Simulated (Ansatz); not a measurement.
**P2O (triplet): from a generated start to a stationary point**

Aim: relax a generated start of P2O (triplet) and see which bonds hold.

The runs use Ansatz 0.2.0, Gaussian basis; UKS PBE0/def2-TZVP.

## Step 1: The starting structure

3 atoms, charge 0, spin multiplicity 3.

Atoms are counted from 1 here; the program's logs count them from 0.

Bond lengths: O1–P2 1.469 Å, P2–P3 2.157 Å. Angles: O1–P2–P3 106.6°.

The start was built by rule and, where that kept it together, relaxed with GFN2-xTB. Sticks and bond lists go by distance. 

## Step 2: Relaxation

in.yaml reads:

```yaml
crystal:
  periodic: [false, false, false]
  atoms:
    - {symbol: O, position_ang: [-1.577486, -0.423551, -0.004089]}
    - {symbol: P, position_ang: [-0.542913, 0.619024, 0.005111]}
    - {symbol: P, position_ang: [1.357759, -0.400240, -0.002998]}
basis:
  gaussian: {orbitals: def2-TZVP}
magnetization: {spin_polarized: true, initial_magnetization: 2}
hamiltonian: {xc: pbe0}
relax: {f_tol: 0.004, max_steps: 80}
```

Started as:

```sh
> ansatz run in.yaml --threads 1 --pin off --events-out ev --progress --plain --max-ram 2176MiB
```

What does the calculation give? Wanted: energy gained; shift from the start; total energy; dipole moment; ⟨S²⟩.

As calculated:

| quantity | value |
| --- | --- |
| steps | 4 |
| energy gained | 0.036 eV |
| shift from the start (rms) | 0.030 Å |
| total energy | -20614.7308 eV |
| dipole moment | 2.17 D |
| ⟨S²⟩ | 2.015 |

The bonds of the start are those of the end. P2–P3 went from 2.157 to 2.222 Å. No vibrations were run, so this is a stationary point, not a proven minimum, and this spin need not be the ground state's.
